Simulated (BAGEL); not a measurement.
**FCI/STO-3G (density fitting with cc-pvqz-jkfit) run of BF (SMILES [B]F)**

Aim: the vertical electron affinity of BF at FCI/STO-3G (density fitting with cc-pvqz-jkfit), from 2 runs. 

Program for the calculation: BAGEL 1.2.2.

### Step 1. The structure to begin with

The species is BF (2 atoms), meant as a singlet with charge 0. As SMILES, `[B]F`. Geometry: relaxed at PBE0-D4/def2-TZVP.

Bond lengths: B1–F2 1.263 Å.

### Step 2. The energy at FCI/STO-3G (density fitting with cc-pvqz-jkfit)

Contents of job.json:

```json
{ "bagel": [

{
  "title": "molecule",
  "basis": "sto-3g",
  "df_basis": "cc-pvqz-jkfit",
  "angstrom": true,
  "geometry": [
    { "atom": "B", "xyz": [    0.000000,    0.000000,   -0.009350 ] },
    { "atom": "F", "xyz": [    0.000000,    0.000000,    1.253740 ] }
  ]
},
{ "title": "hf" },
{ "title": "fci", "nstate": 1, "ncore": 2 }

]}
```

Launch:

```sh
$ BAGEL_NUM_THREADS=1 BAGEL job.json > job.out
```

Log:

```text
* using 1 threads per process

  ===============================================================
  ===============================================================

  *** Geometry ***

  { "atom" : "B", "xyz" : [      0.000000,      0.000000,     -0.017669 ] },
  { "atom" : "F", "xyz" : [      0.000000,      0.000000,      2.369225 ] },

  Number of auxiliary basis functions:      212

  Since a DF basis is specified, we compute 2- and 3-index integrals:
    o Being stored without compression. Storage requirement is 0.000 GB

  Number of basis functions:       10
  Number of electrons      :       14

    * METHOD: MOLECULE                             0.02

  *** RHF ***

  === Nuclear Repulsion ===
    18.8529514763

      * DIIS with orbital gradients will be used.

  === RHF iteration (sto-3g) ===
      0       -122.33144687          0.02901276           0.00
      1       -122.35309920          0.01249211           0.00
      2       -122.35610269          0.00103259           0.00
      3       -122.35616716          0.00017755           0.00
      4       -122.35616907          0.00004358           0.00
      5       -122.35616917          0.00000511           0.00
      6       -122.35616917          0.00000038           0.00
      7       -122.35616917          0.00000003           0.00
      8       -122.35616917          0.00000000           0.00
    * SCF iteration converged.

    * Permanent dipole moment:
           (    0.000000,     0.000000,    -0.432851) a.u.

    * METHOD: HF                                   0.02

  ---------------------------
        FCI calculation
  ---------------------------

  Performs exactly the same way as Knowles & Handy 1984 CPL

  o alpha-beta strings
      length:           112
  o size of the space
      determinant space:  3136
      spin-adapted space: 1176

  o single displacement lists (alpha)
      length:          1120
  o single displacement lists (beta)
      length:          1120

     guess   0:   closed 11111...             open ........

  === FCI iteration ===

      0  0      -122.35616917     6.48e-03      0.00
      1  0      -122.42670035     3.34e-03      0.00
      2  0      -122.43871538     1.36e-03      0.00
      3  0      -122.44100784     4.36e-04      0.00
      4  0      -122.44124288     1.61e-04      0.00
      5  0      -122.44126671     5.13e-05      0.00
      6  0      -122.44126871     1.55e-05      0.00
      7  0      -122.44126896     4.41e-06      0.00
      8  0      -122.44126897     1.51e-06      0.00
      9  0      -122.44126897     4.36e-07      0.00
     10  0      -122.44126897     1.31e-07      0.00
     11  0      -122.44126897     3.85e-08      0.00
     12  0      -122.44126897     1.13e-08      0.00
     13  0      -122.44126897     3.18e-09      0.00
     14  0      -122.44126897     9.42e-10      0.00
     15  0      -122.44126897     2.69e-10      0.00
     16  0 *    -122.44126897     6.68e-11      0.00

     * ci vector, state   0, <S^2> = 0.0000
       22222...     0.9586478225
       2222.2..    -0.1333946505
       2222..2.    -0.1333946505
       22.222..    -0.0518019874
       222.2.2.    -0.0518019874

    * METHOD: FCI                                  0.02

  ===============================================================
```

It took 0.2 s on 1 thread of Arm Neoverse V2, shared host.

### Step 3. The doublet anion at the same level

Contents of calc.json:

```json
{ "bagel" : [

{
  "title" : "molecule",
  "basis" : "sto-3g",
  "df_basis" : "cc-pvqz-jkfit",
  "angstrom" : "true",
  "geometry" : [
    { "atom" : "B", "xyz" : [    0.000000,    0.000000,   -0.009350 ] },
    { "atom" : "F", "xyz" : [    0.000000,    0.000000,    1.253740 ] }
  ]
},
{ "title" : "hf" },
{ "title" : "fci", "nstate" : 1, "charge" : -1, "ncore" : 2, "nspin" : 1 }

]}
```

Launch:

```sh
$ BAGEL_NUM_THREADS=1 BAGEL calc.json > calc.out
```

Log:

```text
* using 1 threads per process

  ===============================================================
  ===============================================================

  *** Geometry ***

  { "atom" : "B", "xyz" : [      0.000000,      0.000000,     -0.017669 ] },
  { "atom" : "F", "xyz" : [      0.000000,      0.000000,      2.369225 ] },

  Number of auxiliary basis functions:      212

  Since a DF basis is specified, we compute 2- and 3-index integrals:
    o Being stored without compression. Storage requirement is 0.000 GB

  Number of basis functions:       10
  Number of electrons      :       14

    * METHOD: MOLECULE                             0.02

  *** RHF ***

  === Nuclear Repulsion ===
    18.8529514763

      * DIIS with orbital gradients will be used.

  === RHF iteration (sto-3g) ===
      0       -122.33144687          0.02901276           0.00
      1       -122.35309920          0.01249211           0.00
      2       -122.35610269          0.00103259           0.00
      3       -122.35616716          0.00017755           0.00
      4       -122.35616907          0.00004358           0.00
      5       -122.35616917          0.00000511           0.00
      6       -122.35616917          0.00000038           0.00
      7       -122.35616917          0.00000003           0.00
      8       -122.35616917          0.00000000           0.00
    * SCF iteration converged.

    * Permanent dipole moment:
           (    0.000000,     0.000000,    -0.432851) a.u.

    * METHOD: HF                                   0.02

  ---------------------------
        FCI calculation
  ---------------------------

  Performs exactly the same way as Knowles & Handy 1984 CPL

  o alpha-beta strings
      length:            84
  o size of the space
      determinant space:  1568
      spin-adapted space: 1008

  o single displacement lists (alpha)
      length:           504
  o single displacement lists (beta)
      length:          1120

     guess   0:   closed 11111...             open .....1..

  === FCI iteration ===

      0  0      -122.02811903     7.99e-03      0.00
      1  0      -122.07406670     3.68e-03      0.00
      2  0      -122.08187442     1.26e-03      0.00
      3  0      -122.08283933     4.00e-04      0.00
      4  0      -122.08292390     1.37e-04      0.00
      5  0      -122.08293430     3.66e-05      0.00
      6  0      -122.08293488     9.25e-06      0.00
      7  0      -122.08293492     2.11e-06      0.00
      8  0      -122.08293493     5.75e-07      0.00
      9  0      -122.08293493     1.81e-07      0.00
     10  0      -122.08293493     5.93e-08      0.00
     11  0      -122.08293493     2.24e-08      0.00
     12  0      -122.08293493     7.31e-09      0.00
     13  0      -122.08293493     2.00e-09      0.00
     14  0      -122.08293493     6.00e-10      0.00
     15  0      -122.08293493     1.65e-10      0.00
     16  0 *    -122.08293493     4.31e-11      0.00

     * ci vector, state   0, <S^2> = 0.7500
       22222a..     0.9778337420
       2222.a2.     0.1356756040

    * METHOD: FCI                                  0.01

  ===============================================================
```

It took 0.2 s on 1 thread of Arm Neoverse V2, shared host.

### Step 4. Results

At FCI/STO-3G (density fitting with cc-pvqz-jkfit), 2 core orbitals frozen:

| quantity | value |
| --- | --- |
| singlet BF: total energy | -122.44127 Eh |
| doublet anion: total energy | -122.08293 Eh |
| vertical electron affinity (to the doublet anion) | -9.751 eV |

The anion lies 9.75 eV (941 kJ/mol) above the neutral: the electron isn't bound at this level, and such a value depends on the basis. Without diffuse functions anions come out too high. In a minimal basis such a difference can be off by several eV, whatever the method.
